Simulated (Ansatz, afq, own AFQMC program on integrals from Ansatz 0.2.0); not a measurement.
AFQMC on a folder of integrals that Ansatz 0.2.0 wrote.

```yaml
crystal:
  periodic: [false, false, false]
  atoms:
    - {symbol: F, position_ang: [0.000000, 0.000000, 0.000000]}
basis:
  gaussian: {orbitals: cc-pVQZ}
magnetization: {spin_polarized: false, initial_magnetization: 3}
correlation: {method: ccsd_t, electrons: outside_noble_gas, hamiltonian_folder: ham}
```

```sh
$ ansatz run in.yaml --threads 1 --pin off --events-out ev --progress --plain --max-ram 15360MiB --backend cuda --devices 0, --max-vram 18GiB
```

Options of the walk:

```
--method phaseless --trial hf --walkers 3800 --populations 20 --least-time 40 --time-step 0.005 --steps-per-block 20 --equilibration-blocks 112 --max-blocks 4000 --target-error 0.0008 --factor-cut 1e-05 --start spin_pure --seed 1543 --taylor-order 6
```

Times are imaginary, in 1/Eh. The walk had a cap of 96 s. With eight or more populations the least sampling time is a fifth of least-time, and the error comes from their spread.

Output of the walk:

```
orbitals 54  electrons 5 2  factors 339 of 339
reference energy -98.61464362 Eh
CCSD correlation -0.19738865 Eh in 11 cycles, weight of the determinant in the CISD state 0.9288
energy of the start -98.614661 Eh
 block  time / (1/Eh)  mean weight  energy / Eh
     1     0.100  1.0017  -98.719700
     2     0.200  1.0019  -98.759583
     3     0.300  1.0015  -98.778962
     4     0.400  1.0020  -98.786208
     5     0.500  1.0012  -98.797346
     7     0.700  1.0004  -98.803853
     9     0.900  0.9998  -98.804897
    13     1.300  1.0004  -98.808189
    21     2.100  1.0004  -98.805694
    29     2.900  1.0002  -98.809241
    37     3.700  0.9996  -98.810582
    41     4.100  1.0004  -98.814866
    45     4.500  1.0000  -98.810820
    53     5.300  1.0001  -98.810768
    61     6.100  0.9996  -98.811247
    69     6.900  1.0003  -98.810812
    77     7.700  0.9995  -98.810977
    85     8.500  1.0000  -98.811846
    93     9.300  0.9994  -98.804279
   101    10.100  1.0001  -98.807951
   109    10.900  0.9999  -98.809852
   117    11.700  1.0005  -98.809417
   125    12.500  0.9995  -98.806131
   133    13.300  1.0006  -98.807459
   141    14.100  1.0000  -98.805726
   149    14.900  0.9997  -98.808274
   157    15.700  1.0002  -98.802819
   165    16.500  1.0005  -98.809940
   173    17.300  0.9993  -98.810660
   181    18.100  0.9997  -98.810176
   189    18.900  1.0004  -98.808590
error from the spread of 20 populations
energy -98.807622 +/- 0.000466 Eh
(rows thinned)
```

The run passed its tests (sampling time, drift between the halves within three errors, error under three times the target), which doesn't prove that it has relaxed.

Against this walk (error 12.7 meV) on the same determinant: CCSD(T) 295.7 meV lower, CCSDT(Q) 648.3 meV lower. The error is statistical and leaves out the bias of the constraint. None of these is a sure reference here.

Cautions: constraint bias not in the error; another spin lies lower; in this basis the state lies above a state of the ion, a sign that the basis lacks the diffuse functions it needs, so its energy is an artefact of the basis; the CCSDT(Q) amplitudes may be one of several solutions (largest double 0.95).

The walk took 20 s on 1 × NVIDIA H100 80GB HBM3 with 2 threads of AMD EPYC 7R13 Processor (Zen 3), with other jobs on the host (the card was shared). The log's last line is the phaseless energy.

CCSDT and higher add their correlation energy to the determinant of the CCSD(T) run, since their own runs factorise the integrals more tightly (a shift of under 2 meV).
